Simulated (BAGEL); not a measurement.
# N2 (nitrogen) at RI-MP2/def2-TZVPPD (density fitting with qzvpp-jkfit)

Aim: the energy change on altering one bond length of N2 (nitrogen) at RI-MP2/def2-TZVPPD (density fitting with qzvpp-jkfit), from 2 runs. 

Program for the calculation: BAGEL 1.2.2.

7 further runs of the same task are left out: 7 set aside as unsound or not needed.

## Step 1: The system as given

N2 has 2 atoms, charge 0, and is taken as a singlet. SMILES: `N#N`. Geometry: relaxed at PBE0-D4/def2-TZVP.

Bond lengths: N1–N2 1.090 Å.

## Step 2: The energy at RI-MP2/def2-TZVPPD (density fitting with qzvpp-jkfit)

File calc.json:

```json
{ "bagel": [

{
  "title": "molecule",
  "basis": "def2-tzvppd.json",
  "df_basis": "qzvpp-jkfit",
  "angstrom": true,
  "geometry": [
    { "atom": "N", "xyz": [    0.465500,   -0.150300,    0.239800 ] },
    { "atom": "N", "xyz": [   -0.465500,    0.150300,   -0.239800 ] }
  ]
},
{ "title": "hf", "charge": 0 },
{ "title": "mp2", "charge": 0, "ncore": 2 }

]}
```

The basis set def2-TZVPPD is read from a file made from the Basis Set Exchange's data (not shown).

Started as:

```sh
$ BAGEL_NUM_THREADS=1 BAGEL calc.json > calc.out
```

The log of the run:

```text
* using 1 threads per process

  ===============================================================
  ===============================================================

  *** Geometry ***

  { "atom" : "N", "xyz" : [      0.879668,     -0.284026,      0.453156 ] },
  { "atom" : "N", "xyz" : [     -0.879668,      0.284026,     -0.453156 ] },

  Number of auxiliary basis functions:      154

  Since a DF basis is specified, we compute 2- and 3-index integrals:
    o Being stored without compression. Storage requirement is 0.007 GB

  Number of basis functions:       74
  Number of electrons      :       14

    * METHOD: MOLECULE                             0.02

  *** RHF ***

  === Nuclear Repulsion ===
    23.7983417694

      * DIIS with orbital gradients will be used.

  === RHF iteration (def2-tzvppd.json) ===
      0       -108.95148183          0.01357992           0.00
      1       -108.98699992          0.00416871           0.00
      2       -108.98964681          0.00076964           0.00
      3       -108.98980535          0.00005696           0.00
      4       -108.98980615          0.00000710           0.00
      5       -108.98980617          0.00000086           0.00
      6       -108.98980617          0.00000024           0.00
      7       -108.98980617          0.00000002           0.00
      8       -108.98980617          0.00000000           0.00
    * SCF iteration converged.

    * Permanent dipole moment:
           (    0.000000,    -0.000000,     0.000000) a.u.

    * METHOD: HF                                   0.03

  *** RHF ***

  === Nuclear Repulsion ===
    23.7983417694

      * DIIS with orbital gradients will be used.

  === RHF iteration (def2-tzvppd.json) ===
      0       -108.98980617          0.00000000           0.00
    * SCF iteration converged.

    * Permanent dipole moment:
           (   -0.000000,     0.000000,    -0.000000) a.u.

  === DF-MP2 calculation ===

    * freezing 2 orbitals
    * 3-index integral transformation done
    * assembly done

      MP2 correlation energy:   -0.3713661438      0.00

      MP2 total energy:       -109.3611723108

    * METHOD: MP2                                  0.01

  ===============================================================
```

Run time: 0.24 s. Hardware: 1 thread of AMD EPYC 9R45 (Zen 5), shared host.

## Step 3: The distorted shape, same level

File mp2.json:

```json
{ "bagel": [

{
  "title": "molecule",
  "basis": "def2-tzvppd.json",
  "df_basis": "qzvpp-jkfit",
  "angstrom": "true",
  "geometry": [
    { "atom": "N", "xyz": [    1.210296,   -0.390779,    0.623478 ] },
    { "atom": "N", "xyz": [   -0.465500,    0.150300,   -0.239800 ] }
  ]
},
{
  "title": "hf"
},
{
  "title": "mp2",
  "ncore": 2
}

]}
```

The basis set def2-TZVPPD is read from a file made from the Basis Set Exchange's data (not shown).

Started as:

```sh
$ BAGEL_NUM_THREADS=1 BAGEL mp2.json > mp2.out
```

The log of the run:

```text
* using 1 threads per process

  ===============================================================
  ===============================================================

  *** Geometry ***

  { "atom" : "N", "xyz" : [      2.287128,     -0.738465,      1.178203 ] },
  { "atom" : "N", "xyz" : [     -0.879668,      0.284026,     -0.453156 ] },

  Number of auxiliary basis functions:      154

  Since a DF basis is specified, we compute 2- and 3-index integrals:
    o Being stored without compression. Storage requirement is 0.007 GB

  Number of basis functions:       74
  Number of electrons      :       14

    * METHOD: MOLECULE                             0.02

  *** RHF ***

  === Nuclear Repulsion ===
    13.2213318193

      * DIIS with orbital gradients will be used.

  === RHF iteration (def2-tzvppd.json) ===
      0       -108.37215399          0.00564619           0.00
      1       -108.38303641          0.00175766           0.00
      2       -108.38427658          0.00066790           0.00
      3       -108.38449222          0.00004968           0.00
      4       -108.38449310          0.00000786           0.00
      5       -108.38449314          0.00000167           0.00
      6       -108.38449314          0.00000041           0.00
      7       -108.38449314          0.00000005           0.00
      8       -108.38449314          0.00000010           0.00
      9       -108.38449314          0.00000002           0.00
     10       -108.38449314          0.00000000           0.00
    * SCF iteration converged.

    * Permanent dipole moment:
           (    0.000000,    -0.000000,     0.000000) a.u.

    * METHOD: HF                                   0.04

  *** RHF ***

  === Nuclear Repulsion ===
    13.2213318193

      * DIIS with orbital gradients will be used.

  === RHF iteration (def2-tzvppd.json) ===
      0       -108.38449314          0.00000000           0.00
    * SCF iteration converged.

    * Permanent dipole moment:
           (   -0.000000,     0.000000,    -0.000000) a.u.

  === DF-MP2 calculation ===

    * freezing 2 orbitals
    * 3-index integral transformation done
    * assembly done

      MP2 correlation energy:   -0.8516404966      0.00

      MP2 total energy:       -109.2361336374

    * METHOD: MP2                                  0.01

  ===============================================================
```

It took 0.24 s on 1 thread of AMD EPYC 9R45 (Zen 5), shared host.

## Step 4: What came out

Level: RI-MP2/def2-TZVPPD (density fitting with qzvpp-jkfit), 2 core orbitals frozen.

| quantity | value |
| --- | --- |
| first shape: total energy | -109.36117 Eh |
| first shape: correlation energy (2 core orbitals frozen) | -371.4 mEh |
| distorted shape: total energy | -109.23613 Eh |
| distorted shape: correlation energy (2 core orbitals frozen) | -851.6 mEh |
| energy change with the N1–N2 bond stretched from 1.090 to 1.961 Å | 3.402 eV |

**Reading.** With the N1–N2 bond stretched from 1.090 to 1.961 Å the energy rises by 3.40 eV (78 kcal/mol). The first shape isn't relaxed at this level, so the change isn't measured from a minimum. A restricted reference can't describe the breaking bond well at this length.
